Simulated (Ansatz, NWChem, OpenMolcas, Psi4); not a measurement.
## A ladder of methods for AlCl (aluminium monochloride)

The species is AlCl (2 atoms), meant as a singlet with charge 0. As SMILES, `[Al][Cl]`. The bond length is the measured one.

```xyz
2

Al    0.0000    0.0000    0.0000
Cl    0.0000    0.0000    2.1301
```

Quantity: the electronic atomisation energy, in eV. The values are calculated. Electronic energies at fixed atoms, without zero-point motion or spin-orbit coupling.

```csv
level,kind,program,value (eV),CPU time (all runs)
SVWN5/aug-cc-pVTZ,LDA,OpenMolcas,5.81,15 s
BLYP/aug-cc-pVTZ,GGA,Psi4,5.02,62 s
r2SCAN/aug-cc-pVTZ,meta-GGA,OpenMolcas,5.19,53 s
M06-2X/aug-cc-pVTZ,hybrid meta-GGA,NWChem,5.35,81 s
wB97X/aug-cc-pVTZ,range-separated hybrid,NWChem,5.19,2.7 min
PBE-QIDH/aug-cc-pVTZ,double hybrid,Ansatz,5.18,7.9 s
MP2/aug-cc-pVTZ,perturbation theory,NWChem,5.30,2.9 min
CCSD/aug-cc-pVTZ,coupled cluster or CI,Ansatz,4.96,7.8 s
FCI/STO-3G,exact in the basis,Ansatz,7.32,0.38 s
```

The values span 4.96 to 7.32 eV. High-level rows in very small sets aren't better than simpler rows in larger ones. CPU times are rough (shared hosts, several kinds of processor): they show what a rung costs within a factor of a few.
